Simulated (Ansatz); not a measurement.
A calculation with Ansatz (development build ahead of 0.2.0).

```yaml
crystal:
  periodic: [false, false, false]
  atoms:
    - { symbol: S, position_ang: [0.0, 0.0, 0.0] }
    - { symbol: S, position_ang: [0.0, 0.0, 2.2] }
basis:
  gaussian: { orbitals: def2-SVP }
magnetization:
  spin_polarized: true
  initial_magnetization: 2
hamiltonian:
  xc: hf
correlation:
  method: mp2
  frozen_orbitals: { S: 5 }
output:
  forces: true
```

The input is written out in the form of the current development build from the run's settings.

Output:

```yaml
Converged: yes
Reference_energy: -794.76930 hartree
Correlation_energy: -0.21365 hartree
Total_energy: -794.98295 hartree
Spin_squared_of_the_determinant: 2.017
Stability_test: minimum
```

Forces (eV/Å):
```csv
atom,Fx,Fy,Fz
S1,0.000,0.000,4.853
S2,0.000,0.000,-4.853
```

Caution: bonds are stretched, where a single reference can fail.
